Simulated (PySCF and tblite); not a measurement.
**Conformer ensemble of Allyl Fluoride, C3H5F, numbered as in [CH2:1]=[CH:2][CH2:3][F:4]**

Free energies: PBE0-D3(BJ)/def2-TZVP (IEF-PCM, chloroform) on GFN2-xTB structures plus GFN2-xTB thermal terms, symmetry and mirror images included. Conformers within 2 kcal/mol (GFN2-xTB free energy) were kept, 10 at most. GIAO shieldings: mPW1PW91/pcSseg-1 (IEF-PCM, chloroform). Couplings: B3LYP/pcJ-1. TDDFT excitations: CAM-B3LYP/def2-SVPD (IEF-PCM, chloroform). Couplings are for ¹³C, ¹⁹F, ¹H. Shifts are against TMS (¹H), TMS (¹³C) at the same level; of two unlike H on one atom, a is the less shielded. (PySCF 2.14, tblite 0.8.)

Torsions listed: C1–C2–C3–F4. Of a mirror pair one member is shown.

```json
{"conformer": "1", "shape": "0°", "symmetry": "Cs", "E(GFN2) kcal/mol": "0.00", "E(DFT) kcal/mol": "0.00", "G(298.15 K) kcal/mol": "0.00", "weight %": "58.3", "dipole D": "2.01"}
{"conformer": "2", "shape": "141°", "symmetry": "C1 (pair)", "E(GFN2) kcal/mol": "0.16", "E(DFT) kcal/mol": "0.69", "G(298.15 K) kcal/mol": "0.20", "weight %": "41.7", "dipole D": "2.00"}
```

Weights (%) against temperature:

```tsv
T (K)	1	2	S(mix) cal/mol/K
100	92.9	7.1	0.61
250	63.6	36.4	1.80
298.15	58.3	41.7	1.93
400	50.8	49.2	2.06
600	43.4	56.6	2.14
```

Averaged shifts at 298.15 K. ¹H: 6.34 (H2, 1H), 5.71 (H1a, 1H), 5.61 (H1b, 1H), 5.45 (H3, 2H) ppm. ¹³C: 145.1 (C2), 120.7 (C1), 88.6 (C3) ppm.

Averaged couplings (Hz): ¹J(C1,C2) 83.8, ³J(C1,F4) 11.7, ¹J(C1,H1b) 166.4, ¹J(C1,H1a) 164.1, ²J(C1,H2) -0.7, ³J(C1,H3) 5.3, ¹J(C2,C3) 48.6, ²J(C2,F4) 15.8, ²J(H1b,C2) -0.3, ²J(H1a,C2) -2.6, ¹J(C2,H2) 161.8, ²J(C2,H3) -3.4, ¹J(C3,F4) -226.2, ³J(H1b,C3) 13.0, ³J(H1a,C3) 8.5, ²J(H2,C3) 8.4, ¹J(C3,H3) 153.5, ⁴J(H1b,F4) 1.7, ⁴J(H1a,F4) -1.2, ³J(H2,F4) 20.3, ²J(H3,F4) 52.7, ²J(H1b,H1a) 0.2, ³J(H1b,H2) 12.4, ⁴J(H1b,H3) -2.8, ³J(H1a,H2) 18.7, ⁴J(H1a,H3) -2.9, ³J(H2,H3) 4.2, ²J(H3,H3) -14.5. Computed couplings to fluorine can be off by tens of per cent at such levels.

Coordinates of conformer 1 (Å):

```xyz
9

C     1.323    0.399    0.073
C     0.341   -0.459   -0.126
C    -1.113   -0.129   -0.013
F    -1.327    1.185    0.317
H     2.355    0.111   -0.021
H     1.126    1.424    0.337
H     0.528   -1.490   -0.392
H    -1.591   -0.733    0.769
H    -1.628   -0.303   -0.967
```

The minima are those of GFN2-xTB; planar forms about aryl–S or allylic bonds may be saddles in DFT. Shifts are unscaled: against experiment ¹³C can be off by 15 ppm or more and ¹H by 0.8 ppm.

Search and properties took 55 s on 1 thread of Arm Neoverse V1, on a host shared with other jobs (rough), launched as `OMP_NUM_THREADS=1 python ens_run.py task.json out`.
